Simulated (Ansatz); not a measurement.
# C2H6O (built from SMILES CCO): single points off equilibrium

The atoms stand at a displaced guess of a reacting structure. How far do the functionals agree with CCSD(T) there?

Program: Ansatz 0.2.0, Gaussian basis. Level of theory: single points in def2-TZVPP. These are calculated values, not measurements.

Correlated methods freeze the cores.

**1. The system as given**

9 atoms, charge 0, spin multiplicity 1.

Atoms are counted from 1 here; the program's logs count them from 0.

Bond lengths: O1–H9 0.957 Å, C2–H3 1.083 Å, C2–H4 1.083 Å, C2–C5 1.459 Å, C5–H6 1.082 Å, C5–H7 1.101 Å. Angles: H3–C2–H4 112.0°, H3–C2–C5 118.1°, H4–C2–C5 121.0°, C2–C5–H6 118.6°, C2–C5–H7 117.1°, H6–C5–H7 110.0°.

Geometry (Å):

```mol
C2H6O
  3D, bonds by distance, orders not assigned

  9  6  0  0  0  0  0  0  0  0999 V2000
   -0.7441   -1.0692    0.2191 O   0  0
   -0.1337    0.1704   -0.6230 C   0  0
   -0.9874    0.7791   -0.8939 H   0  0
    0.3199   -0.3002   -1.4871 H   0  0
    0.6760    0.5903    0.5158 C   0  0
    0.4340    1.5228    1.0077 H   0  0
    1.7679    0.4862    0.4211 H   0  0
    0.0651   -0.5187    1.0709 H   0  0
   -1.3807   -1.6676   -0.1723 H   0  0
  1  9  8  0
  2  3  8  0
  2  4  8  0
  2  5  8  0
  5  6  8  0
  5  7  8  0
M  END
```

**2. CCSD(T)/def2-TZVPP**

File run/in.yaml:

```yaml
crystal:
  periodic: [false, false, false]
  atoms:
    - {symbol: O, position_ang: [-0.744100, -1.069200, 0.219100]}
    - {symbol: C, position_ang: [-0.133700, 0.170400, -0.623000]}
    - {symbol: H, position_ang: [-0.987400, 0.779100, -0.893900]}
    - {symbol: H, position_ang: [0.319900, -0.300200, -1.487100]}
    - {symbol: C, position_ang: [0.676000, 0.590300, 0.515800]}
    - {symbol: H, position_ang: [0.434000, 1.522800, 1.007700]}
    - {symbol: H, position_ang: [1.767900, 0.486200, 0.421100]}
    - {symbol: H, position_ang: [0.065100, -0.518700, 1.070900]}
    - {symbol: H, position_ang: [-1.380700, -1.667600, -0.172300]}
basis:
  gaussian: {orbitals: def2-TZVPP}
correlation: {method: ccsd_t}
output: {forces: true}
```

No record of the launch command was kept for these runs.

**3. PBE0-D4/def2-TZVPP**

run/in.yaml: that of step 2 with these lines changed.

```diff
@@ -14,3 +14,3 @@
   gaussian: {orbitals: def2-TZVPP}
-correlation: {method: ccsd_t}
-output: {forces: true}
+hamiltonian: {xc: pbe0, dispersion: d4}
+output: {forces: true, orbitals: {seedname: orbitals}}
```

**4. wB97M-V/def2-TZVPP**

run/in.yaml: that of step 3 with these lines changed.

```diff
@@ -14,3 +14,3 @@
   gaussian: {orbitals: def2-TZVPP}
-hamiltonian: {xc: pbe0, dispersion: d4}
-output: {forces: true, orbitals: {seedname: orbitals}}
+hamiltonian: {xc: {name: wB97M-V}}
+output: {forces: true}
```

**5. r2SCAN-D4/def2-TZVPP**

run/in.yaml: that of step 4 with these lines changed.

```diff
@@ -14,3 +14,3 @@
   gaussian: {orbitals: def2-TZVPP}
-hamiltonian: {xc: {name: wB97M-V}}
+hamiltonian: {xc: r2scan, dispersion: d4}
 output: {forces: true}
```

**6. PBE-D4/def2-TZVPP**

run/in.yaml: that of step 5 with these lines changed.

```diff
@@ -14,3 +14,3 @@
   gaussian: {orbitals: def2-TZVPP}
-hamiltonian: {xc: r2scan, dispersion: d4}
+hamiltonian: {xc: pbe, dispersion: d4}
 output: {forces: true}
```

**7. BHLYP-D4/def2-TZVPP**

run/in.yaml: that of step 6 with these lines changed.

```diff
@@ -14,3 +14,3 @@
   gaussian: {orbitals: def2-TZVPP}
-hamiltonian: {xc: pbe, dispersion: d4}
+hamiltonian: {xc: {name: BHLYP}, dispersion: d4}
 output: {forces: true}
```

**8. LC-wPBE/def2-TZVPP**

run/in.yaml: that of step 7 with these lines changed.

```diff
@@ -14,3 +14,3 @@
   gaussian: {orbitals: def2-TZVPP}
-hamiltonian: {xc: {name: BHLYP}, dispersion: d4}
+hamiltonian: {xc: {name: LC-wPBE}}
 output: {forces: true}
```

(Steps that only read results are left out.)

Q: Predict the outcome of this session. Wanted: energy less free atoms, CCSD(T)/def2-TZVPP; RMS force component; RMS force error; HOMO and LUMO, PBE0-D4; T1 diagnostic.

The runs gave:

| quantity | value |
| --- | --- |
| energy less free atoms, CCSD(T)/def2-TZVPP | -3048.8 kJ/mol |
| RMS force component | 0.966 to 1.170 eV/Å over the methods |
| RMS force error | PBE0-D4 0.159, wB97M-V 0.103, r2SCAN-D4 0.172, PBE-D4 0.293, BHLYP-D4 0.212, LC-wPBE 0.179 eV/Å |
| HOMO and LUMO, PBE0-D4 | -7.02 and 0.97 eV |
| T1 diagnostic | 0.012 |

In words: Against CCSD(T) the functionals' energies less atoms differ by -161.4 to +38.4 kJ/mol, PBE-D4 by -161.4 kJ/mol. A larger basis would deepen the CCSD(T) value, while the functionals are nearly converged already, so the order here is not reliable. For forces wB97M-V does best and PBE-D4 worst. Frozen-core CCSD(T) forces in triple zeta carry basis errors of their own, and this is one geometry, so small gaps rank nothing.
